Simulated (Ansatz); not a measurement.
We consider fcc Ir, described by PBEsol+SOC (Ansatz, an electronic-structure program, plane waves, PAW).

Settings: plane-wave cutoff 520 eV, 20×20×20 k mesh, Fermi–Dirac smearing 0.1 eV, perturbation theory, PAW data made under PBE.

Computed at the level's own relaxed cell.

```yaml
crystal:
  lattice:
    - [0.00000, 1.91620, 1.91620]
    - [1.91620, 0.00000, 1.91620]
    - [1.91620, 1.91620, 0.00000]
  atoms:
    - { symbol: Ir, position: [0.00000, 0.00000, 0.00000] }
```

Harmonic phonon frequencies (cm⁻¹; i marks an imaginary mode):

```
q point  frequencies
-------  -----------
X        146 146 193
L        114 114 201
W        161 167 167
```

No imaginary mode appears at these points.
